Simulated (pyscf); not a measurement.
Single points on ωB97X-D3(BJ)/def2-SVP structures (PySCF, gas phase).

Q: For the elementary gas-phase step F–Ta(Cl)(Cl)(Cl)–Cl + hydrogen (H₂) → Cl–TaH(Cl)(Cl)–Cl + hydrogen fluoride (HF) (singlet surface; F–Ta, H–H broken, H–Ta, F–H formed), what barrier and reaction energy does ωB97M-D3(BJ)/def2-TZVP give, measured from the separated reactants?

A: ΔE‡ = 145.3 kJ/mol, ΔE = +134.1 kJ/mol. Zero-point energy shifts the barrier by +13.7 kJ/mol. It is a four-centre exchange, with an imaginary mode of 938i cm⁻¹. On the product side the descent ends in an adduct with a F–Ta contact, 24.8 kJ/mol under the separated species and 28.5 kJ/mol under the saddle at ωB97X-D3(BJ)/def2-TZVP. What is counted as broken (F–Ta) persists as a longer contact in the product adduct; parting that adduct is a step of its own. At the saddle there is also a short H–Ta contact that neither side keeps. This is the saddle that the search found; another between the same sides may lie lower. Elements past Kr carry the def2 core potentials, without spin-orbit coupling.
